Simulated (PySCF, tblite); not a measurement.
# CH7BeN, a complex of two parts: NMR shifts, interaction energy, infrared bands, spin-spin couplings and core binding energies

An exercise on one series of results from a longer session: the logs are not shown, and one member is left open.

Programs: tblite 0.8.0 and PySCF 2.14.0. All values are calculated, for the isolated system unless a continuum is named. Atoms count from 0, parts from 1.

## Starting point

10 atoms, charge 0, multiplicity 1; geometry: rigid parts in contact. Parts: 1 = atoms 0–2, `[BeH2]`, charge 0; 2 = atoms 3–9, `CN`, charge 0.

The first run:

Job settings and geometry (Å):

```
{"job": {"kind": "dock", "xc": "GFN2-xTB", "basis": "xTB"}, "charge": 0, "multiplicity": 1, "parts": [{"atoms": "0-2", "charge": 0, "multiplicity": 1}, {"atoms": "3-9", "charge": 0, "multiplicity": 1}]}
Be     0.000052    -0.000084    -0.000043
H      0.788896    -0.125312     0.999356
H     -0.788948     0.125396    -0.999313
C     -1.540022    -2.406063     0.865860
N     -1.405088    -1.808992     2.183032
H     -1.170113    -1.778543     0.041967
H     -2.593392    -2.620095     0.688550
H     -0.991170    -3.347037     0.853557
H     -0.430053    -1.606273     2.377979
H     -1.914330    -0.932215     2.224398
```

With the program's defaults for keys left out, this is: GFN2-xTB search for minima from random contacts, gas phase.

Started as:

```console
OMP_NUM_THREADS=1 python cluster_run.py task.json out
```

This one command runs all jobs of the session in turn.

Steps of the session up to this table: Bringing the parts together with GFN2-xTB; Geometry optimisation at PBE0-D3(BJ)/def2-TZVPD; Nuclear shieldings: PBE0/pcSseg-2; Coupled-cluster interaction energy: CCSD(T) and MP2.

One table of the session follows, with a row left open; its other results are not shown here.

It belongs to the step «Coupled-cluster interaction energy: CCSD(T) and MP2». 

| method | interaction energy (kcal/mol) |
| --- | --- |
| HF/aug-cc-pVDZ | -30.55 |
| MP2/aug-cc-pVDZ | -32.87 |
| CCSD/aug-cc-pVDZ | -32.09 |
| CCSD(T)/aug-cc-pVDZ | -32.39 |
| HF/aug-cc-pVQZ | -32.16 |
| MP2/aug-cc-pVQZ | ? |
| SCS-MP2/aug-cc-pVQZ | -34.74 |
| MP2, extrapolated | -36.44 |
| CCSD(T), limit estimate | -35.96 |

Q: Estimate the row for MP2/aug-cc-pVQZ from the others.

The run gave: interaction energy (kcal/mol): -36.08. In the column «interaction energy (kcal/mol)» it lies between MP2, extrapolated (-36.44) and CCSD(T), limit estimate (-35.96).

Caveats from the session: The interaction energy leaves out the deformation of the parts, 9.42 kcal/mol at MP2. So large a deformation means that a part is far from its own minimum, so a sum across the two methods would be rough.
